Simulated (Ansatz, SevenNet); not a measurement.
For zinc-blende GaSb, the machine-learned potential SevenNet-0 (trained on PBE and PBE+U data) gives:

- elastic constant C11 = 58.6 GPa
- elastic constant C44 = 18.6 GPa
- polycrystal shear modulus = 16.1 GPa

What does LC-ωPBE in Ansatz (PAW) give for the same quantities?


- elastic constant C11: 116 GPa (goes up by 98 %)
- elastic constant C44: 56.6 GPa (rises by 200 %)
- Voigt–Reuss–Hill shear modulus: 45.2 GPa (increases by 180 %)

Changes are worked out from the printed values.

Unless a cell is named, each level is at its own relaxed cell (SevenNet-0 30.04, LC-ωPBE 27.07 Å³/atom).

Ansatz's density-functional and Hartree–Fock values are scalar-relativistic unless marked +SOC, with PAW data made under PBE.

Ansatz is a first-principles code.
